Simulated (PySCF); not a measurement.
## Calculated properties of `CC(=O)C1CC1` (methyl cyclopropyl ketone)

Species: methyl cyclopropyl ketone, C5H8O.
Numbering: `[CH3:1][C:2](=[O:3])[CH:4]1[CH2:5][CH2:6]1` (hydrogens: H7, H8, H9 on C1; H10 on C4; H11, H12 on C5; H13, H14 on C6)

Among its groups: ketone and cyclopropane ring.

**PBE0-D3(BJ)/def2-SVP geometry optimisation, gas phase (PySCF)**

```yaml
Rotational_constants_A_B_C: 7.242, 2.647, 2.313 GHz
```

**B3LYP/def2-SVPD ground state, ΔSCF and vertical TDDFT (core frozen in the response) (PySCF)**

```yaml
Dipole_moment: 2.99 D
HOMO_energy: -7.05 eV
LUMO_energy: -0.72 eV
HOMO–LUMO_gap: 6.33 eV
Lowest_singlet_excitation: 4.53 eV (273 nm, f = 0.000)
Strongest_line_among_the_10_lowest_singlet_transitions: S3 at 6.90 eV (180 nm, f = 0.148)
Lowest_triplet_excitation_Tamm–Dancoff: 4.02 eV
Static_isotropic_polarisability: 62.2 au
Vertical_ionisation_energy: 9.45 eV
Electronic_spatial_extent_⟨r²⟩_about_the_centre_of_nuclear_charge: 599 bohr²
```

From PBE/pcSseg-2 ground state and GIAO shieldings, non-relativistic (PySCF):

```yaml
13C_chemical_shifts_computed_TMS_as_zero_by_class: 216.4 (C2), 33.5 (C1), 23.8 (C4), 15.9 (C5/C6) ppm
1H_chemical_shifts_computed_TMS_as_zero_by_class: 2.25 (H7/H8/H9), 1.99 (H10), 1.07 (H11/H13), 0.78 (H12/H14) ppm
Isotropic_shieldings_of_nuclei_other_than_C_and_H_by_class: -264 (O3) ppm
```

**B3LYP/pcJ-1 indirect spin-spin coupling, non-relativistic, gas phase; spin–dipole term left out (PySCF)**

```yaml
Largest_of_the_computed_one-bond_spin–spin_couplings_means_over_like_bonds: 13C–1H +175.9 (C5–H11 and 1 like it), 13C–1H +170.7 (C5–H12 and 1 like it), 13C–1H +169.7 (C4–H10), 13C–1H +134.2 (C1–H7 and 2 like it), 13C–13C +53.8 (C2–C4), 13C–13C +44.7 (C1–C2), 17O–13C +33.0 (O3–C2), 13C–13C +17.7 (C5–C6) Hz
```

**delta-SCF UKS SCAN, pcX-2 on the ionised atom, pcseg-1 elsewhere, spin-free X2C (PySCF)**

```yaml
Core_binding_energies: C1s 290.9 (C5/C6), C1s 290.9 (C4), C1s 291.0 (C1), C1s 293.1 (C2), O1s 537.2 (O3) eV
```

Monoisotopic mass (most abundant isotopes): 84.0575 u.

In atomic units the dipole is 1.18 e·bohr (1 au = 2.5417 D). No computed singlet falls in the visible range (750 to 380 nm, 1.65 to 3.26 eV); S1 lies 1.27 eV above its blue end. In wavenumbers S1 is 36600 cm⁻¹ (1 eV = 8065.54 cm⁻¹). The largest Löwdin shares of the LUMO are 0.38 on C2, 0.30 on O3, 0.08 on C1 and 0.06 on C6. The polarisability is 9.22 Å³ as a volume (1 au = 0.148185 Å³), or 1.35 au for each of the 46 electrons. The largest Löwdin shares of the HOMO are 0.61 on O3, 0.12 on C2, 0.10 on C1 and 0.09 on C4. The vertical singlet–triplet gap S1 − T1 is 0.51 eV (TDDFT singlet less Tamm–Dancoff triplet; S1: HOMO→LUMO, weight 0.99; T1: HOMO→LUMO, weight 0.98).

 NMR classes are plain means over equivalent atoms (diastereotopic ones count apart unless rotation or inversion swaps them), as if these changed places fast; in this geometry the members of some classes differ.

Shape of the structure used: `[CH3:1][C:2](=[O:3])[CH:4]1[CH2:5][CH2:6]1`: C1–C2–C4–C5 -150°.

One conformer stands for the species.
